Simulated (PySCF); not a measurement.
**A basis-limit estimate, worked out**

An elementary step of Si2H7F, singlet (Si₂H₆ ([SiH3][SiH3]) + HF → Si₂H₅F ([F][SiH2][SiH3]) + H₂; Si–H, H–F broken or loosened, Si–F, H–H formed or tightened). “Start” and “end” are the PBE0-D4/def2-TZVP structures reached by relaxing down either side of its saddle point, with the molecules still in contact.

PySCF 2.14 with density fitting (its default auxiliary sets; JK sets also for MP2 and CCSD(T)); basis: def2-TZVPP and def2-QZVPP; cores frozen in the correlated methods.

Energies in eV:

| quantity | end | start |
| --- | --- | --- |
| Hartree–Fock, triple zeta (X = 3) | -18543.70567 | -18542.63931 |
| Hartree–Fock, quadruple zeta (X = 4) | -18544.35386 | -18543.26028 |
| MP2 correlation, X = 3 | -14.52542 | -14.62964 |
| MP2 correlation, X = 4 | -15.68359 | -15.78781 |
| CCSD(T) correlation, X = 3 | -16.41142 | -16.56468 |

(1) Work out the step energy at the basis limit: extrapolate Hartree–Fock as E(X) = E∞ + A exp(−7.88 √X) and the MP2 correlation as E(X) = E∞ + B X^−2.97 (the exponents that Neese and Valeev fitted for def2-TZVPP and QZVPP), then add CCSD(T) − MP2 in triple zeta.

T1 diagnostic: at most 0.015.

Answers

(1) Each step is linear, so take the differences first (end − start): Hartree–Fock -1.06636 (X = 3) and -1.09358 (X = 4); MP2 correlation 0.10422 and 0.10422; CCSD(T) correlation 0.15326.
Two points give E∞ = E(4) + w [E(4) − E(3)], with w = 1/(exp(7.88 (2 − √3)) − 1) = 0.1377 for Hartree–Fock and w = 1/((4/3)^2.97 − 1) = 0.7407 for the correlation.
Hartree–Fock: -1.09358 + 0.1377 × (-0.02722) = -1.0973 eV.
MP2 correlation: 0.10422 + 0.7407 × 0.00000 = 0.1042 eV.
CCSD(T) − MP2: 0.15326 − 0.10422 = 0.0490 eV.
Sum: -1.0973 + 0.1042 + 0.0490 = -0.9441 eV, or -21.77 kcal/mol. Plain CCSD(T) in triple zeta gives -0.9131 eV, so the larger basis shifts the result by -0.0310 eV.

Labels in which every atom is bracketed show which atoms are joined, not bond orders.

For scale, one of the runs: CCSD(T)/def2-TZVPP, 213 basis functions, launched by `OMP_NUM_THREADS=4 python run.py`. The run took 13 min on 4 CPU threads of an Intel Xeon (shared host), with 2.7 GiB of host memory at its peak.
